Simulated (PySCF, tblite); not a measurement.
**alane and formamide**

A gas-phase complex of alane and formamide; neutral, singlet. The structure comes from a short search (6 tight-binding starts) and was relaxed by PBE0-D3(BJ)/def2-SVPD; another way of binding may lie lower. No frequency run checks that it is a minimum.

| part | name | SMILES | atoms | charge | multiplicity |
| --- | --- | --- | --- | --- | --- |
| 1 | alane | [AlH3] | 1–4 | 0 | 1 |
| 2 | formamide | NC=O | 5–10 | 0 | 1 |

Coordinates in Å:
```
Al1    -0.476    0.276    0.006
H2     -1.242   -1.122   -0.095
H3      0.655    0.327    1.187
H4     -0.081    1.083   -1.313
N5     -0.745    1.899    2.763
C6     -1.765    1.998    1.932
O7     -1.822    1.438    0.826
H8      0.050    1.318    2.459
H9     -0.746    2.375    3.652
H10    -2.611    2.625    2.260
```

Contacts between parts, classed by geometry: Al1···O7 1.958 Å (bond).

The parts are joined by the bond Al1–O7, so these are energies of forming such bonds; deforming the relaxed parts to their shape in the adduct costs 8.4 kcal/mol, which the interaction energies leave out.

Interaction energies are complex less parts, with the parts frozen as they stand in it; counterpoise-corrected, in kcal/mol (PySCF).

Give the interaction energy at each level run.


```csv
level,interaction,superposition error removed
wB97M-D3(BJ)/def2-TZVPD,-37.54,-0.16
PBE0-D3(BJ)/def2-TZVPD,-38.78,-0.17
```

What holds them together? Decompose the wB97M-D3(BJ)/def2-TZVPD energy: frozen parts, their antisymmetrised product, then relaxation.

electrostatic -64.0, Pauli repulsion +66.5, orbital relaxation -38.3, dispersion correction -1.9 kcal/mol, which sum to the value before the counterpoise correction; the Pauli term holds the exchange-correlation of the frozen density too. Of the attraction, 61 % is electrostatic, 37 % is orbital relaxation, 2 % is dispersion correction.

The parts were also relaxed and run alone, at the levels used for the complex: shieldings by PBE0/pcSseg-2; core levels by delta-SCF with SCAN, pcX-2 on the ionised atom and pcseg-1 elsewhere, spin-free X2C (2p3/2 is the spin-free 2p value less a third of a first-order spin-orbit splitting).

How do these values change when the complex forms?


```
                 property   alone  in the complex  change
   shielding of Al1 (ppm)   278.5           438.3  +159.8
    shielding of O7 (ppm)   -95.8            32.4  +128.2
Al1 2p3/2 core level (eV)   81.02           79.16   -1.86
    O7 1s core level (eV)  537.48          539.34   +1.86
```
